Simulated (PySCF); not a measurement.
Coordinates in bohr (charge 1 multiplicity 4):
```
S     1.8197    2.4110    0.0000
S    -1.8452    2.1112    0.0000
S    -1.8213   -2.1319    0.0000
S     1.8467   -2.3904    0.0000
```

Computed with PySCF, UPBE0, basis S def2-TZVP (no relativity, density fitting).

This geometry of S₄⁺ is a stationary point at this level.

Question: What is the point group?

Answer: C2v.

Question: Is it a minimum?

Answer: Yes: all harmonic wavenumbers are real.

Question: List the harmonic modes with their infrared intensities.

Answer: 
| symmetry | ω (cm⁻¹) | IR (km/mol) |
| --- | --- | --- |
| a2 | 124 | 0.0 |
| a1 | 160 | 0.1 |
| b2 | 264 | 2.7 |
| a1 | 378 | 0.0 |
| b2 | 617 | 1.7 |
| a1 | 672 | 0.1 |

Question: What are the dipole moment and the gap between the highest occupied and lowest empty levels of either spin?

Answer: 0.00 D about the centre of mass and 1.83 eV.

In C2v the vibrations span a2 + 3a1 + 2b2. Here b1 is antisymmetric to the molecular plane and b2 lies in it. The a2 mode carries no infrared intensity, as symmetry demands.

This need not be the most stable arrangement of these atoms. At this level a doublet minimum of D4h symmetry lies 104 kJ/mol below this structure.
